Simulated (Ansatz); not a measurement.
# MoRu3: computed properties

All numbers below come from DFT r2SCAN, scalar-relativistic, plane waves, PAW in Ansatz 0.2.0.

Cutoff 500 eV; k points 6×6×8 on the computed 8-atom cell (Γ-centred); Gaussian smearing, width 0.10 eV; no spin polarisation.

The structure is relaxed at this level of theory with its symmetry kept. Whether it is the stable form of this composition wasn't checked.

```
Mo Ru
1.0
     5.46338    0.00000    0.00000
    -2.73169    4.73143    0.00000
     0.00000    0.00000    4.32443
Mo Ru
2 6
Direct
  0.66667 0.33333 0.25000
  0.33333 0.66667 0.75000
  0.83340 0.16660 0.75000
  0.33321 0.16660 0.75000
  0.83340 0.66679 0.75000
  0.16660 0.83340 0.25000
  0.66679 0.83340 0.25000
  0.16660 0.33321 0.25000
```

```
Space group                                                       : P6_3/mmc (No. 194)
Volume per atom                                                   : 13.97 Å³
Formation energy from the elements' standard states (uncorrected) : -0.049 eV/atom
Generalised Kohn–Sham band gap                                    : none (metal)
Density of states at the Fermi level                              : 8.02 states/eV per cell
Löwdin character within 0.5 eV of the Fermi level                 : Ru 4d 71 %, Mo 4d 20 %
Bulk modulus                                                      : 319 GPa
Its pressure derivative                                           : 4.6
Bader charges (e)                                                 : Mo (2 in the cell) 0.84, Ru (6 in the cell) -0.28
```

Cost: 6 runs of about 14 core-minutes in all, on Arm Neoverse V2 (shared hosts).